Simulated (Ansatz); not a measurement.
# SiHClO: a rigid scan of the bond length O1–H4

Aim: the energy along the bond length O1–H4, from CCSD(T) and from cheaper methods, relative to the minimum. All other internal coordinates keep their values.

The runs use Ansatz 0.2.0, Gaussian basis; single points in def2-TZVPP.

Levels: PBE-D4, r2SCAN-D4, PBE0-D4, B3LYP-D4, wB97M-V, Hartree-Fock, MP2, CCSD, CCSD(T). The scan takes 0.867, 0.886, 0.914, 0.947, 0.984, 1.023, 1.065, 1.109, 1.155 Å.

Cores are frozen in the correlated methods. B3LYP uses VWN-RPA correlation.

### 1 The system as given

The minimum, relaxed at PBE0-D4: SMILES `O[Si]Cl`, 4 atoms, charge 0, spin multiplicity 1.

Atoms are counted from 1 here; the program's logs count them from 0.

Bond lengths: O1–Si2 1.637 Å, O1–H4 0.963 Å, Si2–Cl3 2.110 Å. Angles: Si2–O1–H4 120.4°, O1–Si2–Cl3 101.3°.

Coordinates:

```xyz
4
charge 0, multiplicity 1
O    -0.9118    0.4502   -0.3087
Si   -0.4342   -0.7897    0.6470
Cl    1.6623   -0.7010    0.4214
H    -0.2608    0.9804   -0.7800
```

Energies of the minimum (eV), from earlier single points: PBE-D4 -22455.85294, r2SCAN-D4 -22464.40008, PBE0-D4 -22457.42404, B3LYP-D4 -22468.11682, wB97M-V -22465.49753, CCSD(T) -22438.11348.

At the minimum the bond length O1–H4 is 0.963 Å.

### 2 O1–H4 = 0.867 Å

The input, ccsdt-tzvpp/in.yaml:

```yaml
crystal:
  periodic: [false, false, false]
  atoms:
    - {symbol: O, position_ang: [-0.911755, 0.450160, -0.308684]}
    - {symbol: Si, position_ang: [-0.434209, -0.789716, 0.647025]}
    - {symbol: Cl, position_ang: [1.662272, -0.701008, 0.421355]}
    - {symbol: H, position_ang: [-0.325578, 0.927606, -0.733100]}
basis:
  gaussian: {orbitals: def2-TZVPP}
correlation: {method: ccsd_t}
```

The command line of these runs was not kept.

Further steps of the session: O1–H4 = 0.886 Å; O1–H4 = 0.914 Å; O1–H4 = 0.947 Å; O1–H4 = 0.984 Å; O1–H4 = 1.023 Å; O1–H4 = 1.065 Å; O1–H4 = 1.109 Å; O1–H4 = 1.155 Å.

Before running it: what results should come out? Wanted: highest point, CCSD(T); lowest point, CCSD(T); minimum along the scan, CCSD(T); RMS deviation from CCSD(T); largest T1 diagnostic.

**Answer**, as computed:

```
                       quantity                                                                                                                      value
         highest point, CCSD(T)                                                                                                        0.636 eV at 1.155 Å
          lowest point, CCSD(T)                                                                                                        0.000 eV at 0.963 Å
minimum along the scan, CCSD(T)                                                                                                                    0.961 Å
                curvature there                                                                                                                 52.3 eV/Å²
     RMS deviation from CCSD(T)  PBE-D4 0.055, r2SCAN-D4 0.013, PBE0-D4 0.005, B3LYP-D4 0.012, wB97M-V 0.001, Hartree-Fock 0.114, MP2 0.006, CCSD 0.017 eV
          largest T1 diagnostic                                                                                                                      0.015
```

What this shows: A polynomial through the near points puts the CCSD(T) minimum 0.002 Å below the PBE0-D4 value. It is steeper on the short side than on the long one. Curvature against CCSD(T): PBE-D4 -8 %, Hartree-Fock +16 %. wB97M-V follows the CCSD(T) curve best and Hartree-Fock worst.
